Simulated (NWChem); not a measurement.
System: propyne (C3H4); SMILES C#CC

Output (shortened):

```
             Northwest Computational Chemistry Package (NWChem) 7.3.0
             --------------------------------------------------------

                             Geometry "geometry" -> ""
                             -------------------------

 Output coordinates in angstroms (scale by  1.889725989 to convert to a.u.)

  No.       Tag          Charge          X              Y              Z
 ---- ---------------- ---------- -------------- -------------- --------------
    1 C                    6.0000    -0.00032800    -1.23277000    -0.00181300
    2 C                    6.0000    -0.00150200     0.22075800     0.00000500
    3 C                    6.0000    -0.00245200     1.43156200    -0.00173100
    4 H                    1.0000    -0.75443100    -1.62717700    -0.70045800
    5 H                    1.0000    -0.22667900    -1.63146800     0.99923300
    6 H                    1.0000     0.98120900    -1.62719300    -0.30740000
    7 H                    1.0000    -0.00514400     2.50555500    -0.00543800

 Effective nuclear repulsion energy (a.u.)      58.5541171094

  pbe96 is a nonlocal functional; adding pw91lda local functional.
                              NWChem Property Module
                              ----------------------

  itol2e modified to match energy
  convergence criterion.

                                 NWChem DFT Module
                                 -----------------

 Summary of "ao basis" -> "ao basis" (spherical)
 ------------------------------------------------------------------------------
       Tag                 Description            Shells   Functions and Types
 ---------------- ------------------------------  ------  ---------------------
 C                          pcsseg-1                 7       17   3s3p1d
 H                          pcsseg-1                 3        5   2s1p

  itol2e modified to match energy
  convergence criterion.

[...]

          -----------------------------------------
          Chemical Shielding Tensors (GIAO, in ppm)
          -----------------------------------------

                                NWChem CPHF Module
                                ------------------

  scftype          =     RHF
  nclosed          =       11
  nopen            =        0
  variables        =      660
  # of vectors     =        3
  tolerance        = 0.10D-03
  level shift      = 0.00D+00
  max iterations   =       50
  max subspace     =       30

 SCF residual:    1.6704257039237864E-005

Iterative solution of linear equations
  No. of variables      660
  No. of equations        3
  Maximum subspace       30
        Iterations       50
       Convergence  1.0D-04

   iter   nsub   residual    time
   ----  ------  --------  ---------
     1      3    6.30D-06      19.4

      Atom:    1  C
        Diamagnetic
    247.7603     -0.0123     -0.0013
     -0.0123    258.9867      0.0354
     -0.0013      0.0354    247.7628

        Paramagnetic
    -81.0949      0.0023     -0.0178
      0.0023    -65.3853      0.0043
     -0.0178      0.0043    -81.0603

        Total Shielding Tensor
    166.6653     -0.0100     -0.0191
     -0.0100    193.6014      0.0397
     -0.0191      0.0397    166.7025

           isotropic =     175.6564
          anisotropy =      26.9176

          Principal Components and Axis System
                 1           2           3
              193.6015    166.7105    166.6573

      1        -0.0004     -0.3889      0.9213
      2         1.0000     -0.0015     -0.0002
      3         0.0015      0.9213      0.3889

      Atom:    2  C
        Diamagnetic
    249.3259     -0.0721      0.0009
     -0.0721    287.3740     -0.0006
      0.0009     -0.0006    249.3237

        Paramagnetic
   -245.8139     -0.3184      0.0028
     -0.3184      4.3417     -0.5618
      0.0028     -0.5618   -245.8281

        Total Shielding Tensor
      3.5120     -0.3905      0.0037
     -0.3905    291.7157     -0.5624
      0.0037     -0.5624      3.4956

           isotropic =      99.5744
          anisotropy =     288.2143

          Principal Components and Axis System
                 1           2           3
              291.7173      3.5120      3.4940

      1        -0.0014      0.9861     -0.1661
      2         1.0000      0.0017      0.0017
      3        -0.0020      0.1661      0.9861

      Atom:    3  C
        Diamagnetic
    242.6320     -0.0864     -0.0004
     -0.0864    281.9875     -0.0692
     -0.0004     -0.0692    242.6332

        Paramagnetic
   -206.7721     -0.0587     -0.0158
     -0.0587    -22.8828      0.0124
     -0.0158      0.0124   -206.7384

        Total Shielding Tensor
     35.8599     -0.1451     -0.0163
     -0.1451    259.1048     -0.0568
     -0.0163     -0.0568     35.8949

           isotropic =     110.2865
          anisotropy =     223.2275

          Principal Components and Axis System
                 1           2           3
              259.1049     35.9013     35.8534

      1        -0.0006     -0.3658      0.9307
      2         1.0000     -0.0000      0.0007
      3        -0.0003      0.9307      0.3658

      Atom:    4  H
        Diamagnetic
     27.9802      5.5329      6.6443
      5.5329     29.3411      5.1386
      6.6443      5.1386     26.9731

        Paramagnetic
      0.8496     -2.6069     -2.8271
     -2.6069      1.5863     -2.4220
     -2.8271     -2.4220      1.2771

[...]
```

Level: PBE/pcSseg-1, GIAO. All runs use the structure optimised with PBE0/def2-SVP. NWChem prints the field gradient with the sign opposite to the second derivative of the potential. The output numbers the shielded atoms by their place in the input's list. The printed shielding anisotropy is the first printed principal value minus the mean of the other two.

Task: Reconstruct the input file.

Result: This is not unique; one that fits is the input that was run:
```
start job
memory heap 200 mb stack 900 mb global 1100 mb
geometry units angstroms noautosym nocenter noautoz
  C     -0.000328    -1.232770    -0.001813
  C     -0.001502     0.220758     0.000005
  C     -0.002452     1.431562    -0.001731
  H     -0.754431    -1.627177    -0.700458
  H     -0.226679    -1.631468     0.999233
  H      0.981209    -1.627193    -0.307400
  H     -0.005144     2.505555    -0.005438
end
basis spherical
  * library pcsseg-1
end
dft
  xc xpbe96 cpbe96
  iterations 150
end
property
  shielding 5 1 2 3 4 7
  efieldgrad
end
task dft property
```
